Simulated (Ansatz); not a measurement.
```yaml
crystal:
  periodic: [false, false, false]
  atoms:
    - {symbol: W, position_ang: [0.000000, 0.000000, 0.000000]}
    - {symbol: F, position_ang: [-0.008136, 1.312651, 1.304771]}
    - {symbol: F, position_ang: [-0.011513, -1.304794, 1.312602]}
    - {symbol: F, position_ang: [0.011513, 1.304794, -1.312602]}
    - {symbol: F, position_ang: [0.008136, -1.312651, -1.304771]}
basis:
  gaussian: {orbitals: def2-TZVP}
magnetization: {spin_polarized: true, initial_magnetization: 2}
hamiltonian: {xc: pbe0}
relax: {f_tol: 0.004, max_steps: 80}
```

```sh
$ ansatz run in.yaml --threads 1 --pin off --events-out ev --progress --plain --max-ram 2176MiB
```

Steps of the relaxation (energy above the last step; positions in Å, forces in eV/Å):

```
5
step 1, 59.1 meV
W     0.000    0.000    0.000    0.000    0.000    0.000
F    -0.008    1.313    1.305   -0.004   -0.034    0.547
F    -0.012   -1.305    1.313   -0.004    0.037    0.547
F     0.012    1.305   -1.313    0.004   -0.037   -0.547
F     0.008   -1.313   -1.305    0.004    0.034   -0.547
```

```
5
step 2, 5.3 meV
W     0.000    0.000    0.000    0.000    0.000    0.000
F    -0.009    1.261    1.371    0.001    0.027   -0.156
F    -0.012   -1.252    1.378    0.001   -0.028   -0.155
F     0.012    1.252   -1.378   -0.001    0.028    0.155
F     0.009   -1.261   -1.371   -0.001   -0.027    0.156
```

```
5
step 3, 0.0 meV
W     0.000    0.000    0.000    0.000    0.000    0.000
F    -0.009    1.273    1.356    0.000   -0.006   -0.001
F    -0.012   -1.265    1.363    0.000    0.006   -0.001
F     0.012    1.265   -1.363    0.000   -0.006    0.001
F     0.009   -1.273   -1.356    0.000    0.006    0.001
```

```
5
step 4, 0.0 meV
W     0.000    0.000    0.000    0.000    0.000    0.000
F    -0.009    1.273    1.356    0.000   -0.001   -0.001
F    -0.012   -1.265    1.363    0.000    0.001   -0.001
F     0.012    1.265   -1.363    0.000   -0.001    0.001
F     0.009   -1.273   -1.356    0.000    0.001    0.001
```

Close pairs at the end: W1–F4 1.860 Å, W1–F3 1.860 Å, W1–F2 1.860 Å, W1–F5 1.860 Å.

A stationary point of unrestricted PBE0 after 4 steps, with ⟨S²⟩ = 2.004 against 2.00 for a pure state; no frequencies were run, so it isn't proven a minimum. 57 s on 1 thread of Intel Xeon 6975P-C, shared host.
